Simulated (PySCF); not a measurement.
# Functional benchmark on one molecule

Molecule: `CCF`, C$_{2}$H$_{5}$F.

Geometry:
```json
{"atom": "C1", "x (Å)": "0.762", "y (Å)": "0.079", "z (Å)": "0.055"}
{"atom": "C2", "x (Å)": "-0.729", "y (Å)": "-0.128", "z (Å)": "-0.019"}
{"atom": "F3", "x (Å)": "-1.314", "y (Å)": "0.876", "z (Å)": "-0.752"}
{"atom": "H4", "x (Å)": "1.234", "y (Å)": "-0.722", "z (Å)": "0.645"}
{"atom": "H5", "x (Å)": "1.205", "y (Å)": "0.075", "z (Å)": "-0.951"}
{"atom": "H6", "x (Å)": "0.996", "y (Å)": "1.043", "z (Å)": "0.530"}
{"atom": "H7", "x (Å)": "-1.181", "y (Å)": "-0.128", "z (Å)": "0.989"}
{"atom": "H8", "x (Å)": "-0.973", "y (Å)": "-1.093", "z (Å)": "-0.498"}
```

Geometry PBE0-D3(BJ)/def2-SVP throughout; GIAO in PySCF 2.14, gas phase, one conformer, non-relativistic; equivalent atoms averaged; basis pcSseg-2.

Reference values (measured; solution, not stated per compound (mostly CDCl3 or CCl4); Pretsch, Buehlmann, Badertscher, Structure Determination of Organic Compounds, 4th ed. (2009)): δ(C2) = 80.1 ppm, δ(C1) = 15.8 ppm, δ(H7/H8) = 4.55 ppm, δ(H4/H5/H6) = 1.35 ppm. Computed shifts are taken against TMS, calculated as an isolated molecule at each level.

Question: How do the functionals HF, LDA, PBE, BLYP, BP86, OPBE, KT2, KT3, B97-D, B3LYP, PBE0, mPW1PW91, WP04, B97-2, BHandHLYP, CAM-B3LYP, wB97X-D, LC-wPBE perform against the reference? Times are CPU seconds on shared hosts with different chips, so compare them loosely.

Answer: 
```tsv
functional	kind	C2	C1	H7/H8	H4/H5/H6	mean abs. error C	mean abs. error H	core-s
HF	Hartree–Fock	74.7	18.7	4.11	1.32	4.1	0.23	3.3
LDA	LDA	87.9	17.5	4.68	1.23	4.8	0.12	9.2
PBE	GGA	86.3	18.8	4.59	1.24	4.6	0.08	11
BLYP	GGA	87.3	19.5	4.61	1.29	5.5	0.06	11
BP86	GGA	85.9	18.7	4.57	1.24	4.4	0.07	11
OPBE	GGA	83.8	18.6	4.52	1.21	3.3	0.09	12
KT2	GGA	83.6	18.5	4.54	1.23	3.1	0.06	12
KT3	GGA	83.3	19.1	4.50	1.25	3.3	0.07	19
B97-D	GGA	85.0	19.2	4.56	1.28	4.2	0.04	11
B3LYP	global hybrid	84.5	19.1	4.46	1.29	3.9	0.07	7.3
PBE0	global hybrid	82.9	18.5	4.41	1.24	2.8	0.12	7.2
mPW1PW91	global hybrid	83.0	18.6	4.39	1.24	2.9	0.14	7.2
WP04	global hybrid	85.5	19.4	4.28	1.27	4.5	0.17	13
B97-2	global hybrid	82.5	18.7	4.40	1.25	2.7	0.12	14
BHandHLYP	global hybrid	80.7	18.8	4.30	1.30	1.8	0.15	14
CAM-B3LYP	range-separated hybrid	84.1	18.9	4.45	1.31	3.5	0.07	17
wB97X-D	range-separated hybrid	82.6	18.6	4.36	1.25	2.7	0.14	16
LC-wPBE	range-separated hybrid	83.4	18.6	4.39	1.26	3.1	0.13	22
```

For $^{13}$C the closest is BHandHLYP (1.8 ppm) and the furthest BLYP (5.5 ppm).

For $^{1}$H the closest is B97-D (0.04 ppm, with BLYP, KT2, BP86, CAM-B3LYP practically level) and the furthest HF (0.23 ppm). One molecule is a small sample, and vibrational and solvent effects are absent from the calculation.
